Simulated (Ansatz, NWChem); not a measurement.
**Heat of formation of SCl2O2 (sulfuryl chloride) from total energies**

SCl2O2 has 5 atoms, charge 0, and is taken as a singlet. As SMILES, `O=S(=O)(Cl)Cl`. Geometry: relaxed at PBE0-D4/def2-TZVP.

Total energies at B3LYP/6-31G* (Cartesian functions) (NWChem 7.3.0); the atoms run unrestricted:

| species | state | energy (Eh) |
| --- | --- | --- |
| SCl2O2 | singlet | -1468.936511 |
| O | triplet | -75.060621 |
| S | triplet | -398.104991 |
| Cl | doublet | -460.136242 |

Harmonic wavenumbers at PBE0-D4/def2-TZVP, in cm⁻¹: 209, 277, 362, 388, 410, 576, 600, 1234, 1478.

Measured heats of formation of the gaseous atoms at 298.15 K, in kJ/mol: O 249.2, S 277.0, Cl 121.3. Spin-orbit lowering of the atoms at 298 K (mean of the ground term's levels less their thermal mean, from spectra), in kJ/mol: O 0.40, S 1.88, Cl 3.44. Take 1 Eh = 2625.50 kJ/mol, 1 cm⁻¹ = 0.0119627 kJ/mol, RT = 2.479 kJ/mol.

**Question.** Work out the heat of formation of the gas at 298 K.

**Answer.** 
1. Electronic atomisation energy: 2 × (-75.060621) + (-398.104991) + 2 × (-460.136242) − (-1468.936511) = 0.437794 Eh = 1149.4 kJ/mol.
2. Zero-point energy: half the sum of the wavenumbers, 2767 cm⁻¹ = 33.1 kJ/mol.
3. Thermal vibrational enthalpy, Σ hcν̃/(exp(hcν̃/kT) − 1): 6.1 kJ/mol. Translation, rotation and pV of a non-linear molecule: 4 RT = 9.9 kJ/mol.
4. The 5 free atoms carry 5/2 RT each: 31.0 kJ/mol.
5. Spin-orbit coupling lowers the free atoms by 2 × 0.40 + 1.88 + 2 × 3.44 = 9.6 kJ/mol.
6. Atomisation enthalpy at 298 K: 1149.4 − 9.6 − 33.1 − 6.1 − 9.9 + 31.0 = 1121.7 kJ/mol.
7. Sum of the atoms' heats of formation: 1018.0 kJ/mol. Heat of formation: 1018.0 − 1121.7 = -103.7 kJ/mol.

No measured value is set beside it here. Anharmonicity and any spin-orbit splitting of the molecule are left out.
